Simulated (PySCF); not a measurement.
Species: C3H4O (triplet state).
Cartesian coordinates in Å at the GFN2-xTB level; atoms count from 1:
```xyz
8
C3H4O angstrom
C      0.930   -0.160    0.838
C      0.078    0.504   -0.104
C     -0.990   -0.233   -0.710
O      0.266    1.708   -0.393
H      1.733    0.389    1.293
H      0.788   -1.193    1.095
H     -1.631    0.261   -1.416
H     -1.164   -1.266   -0.474
```

The hyperfine couplings belong to this conformer and change with its torsions.

The species is `[CH2]C([CH2])=O` [triplet].

Computed with UKS B3LYP, pcH-1 on C H O, non-relativistic, mean-field spin-orbit, GIAO (PySCF 2.14.0). Isolated species at its GFN2-xTB geometry, gas phase. A GFN2-xTB geometry isn't a minimum of the functional, and hyperfine couplings can be far from their values at a DFT geometry.

Task: How many α and β electrons are there, and what is ⟨S²⟩ of the pure spin state?

Result: Nα = 16, Nβ = 14 (30 in all), and S(S+1) = 2.00 for S = 1.

Mulliken spin populations, one withheld:

```csv
atom,bound to,population
C1,"C2, H5, H6",+0.9309
C2,"C1, C3, O4",-0.2299
C3,"C2, H7, H8",+0.9308
O4,C2,?
H5,C1,-0.0423
H6,C1,-0.0369
H7,C3,-0.0423
H8,C3,-0.0369
```

Task: Fill in the missing population.

Result: The populations add up to Nα − Nβ = 2, and the others sum to 1.4734, so O4 holds +0.527.

Task: How is the spin shared among the elements?

Result: Carbon +1.63, oxygen +0.53, hydrogen -0.16. The positive populations sum to 2.39, the negative ones to -0.39.

Task: The run gives ⟨S²⟩ = 2.0263. What does that say of the overlap of α and β orbitals, and of the weight of higher spin?

Result: For a single determinant ⟨S²⟩ = S(S+1) + Nβ − Σ|⟨iα|jβ⟩|², so the squared overlaps of occupied orbitals sum to 14 − 0.0263 = 13.9737. If the quintet state (S + 1) were the only admixture, its weight would be 0.0263/(2S + 2) = 0.66 %. For Kohn–Sham this describes the determinant of the orbitals, not the true wave function.

Task: What Fermi-contact NMR shifts do the couplings of C1/C3, C2, H5/H6/H7/H8 imply at 250 K (Curie law, g = gₑ, zero-field splitting neglected)?

Result: δ = a_FC·h·gₑ μB S(S+1)/(3 g_N μN kT), with k/h = 20836.6 MHz/K:

```tsv
nuclei	isotope	a_FC (MHz)	g_N	contact shift (ppm)
C1/C3	13C	35.18	1.4048	+11785
C2	13C	-38.07	1.4048	-12750
H5/H6/H7/H8	1H	-28.33	5.5857	-2386
```

The shifts go as 1/T: at 300 K they are 0.833 times these. Entries for several nuclei are means.

Means are taken over nuclei equivalent by connectivity, which assumes that they swap fast.

The spin density at the nucleus, in bohr⁻³, is negative for C2 (-0.0677) and H5/H6/H7/H8 (-0.0127), for instance. A restricted open-shell determinant has no negative spin density anywhere; here it arises because α and β orbitals differ (spin polarisation).
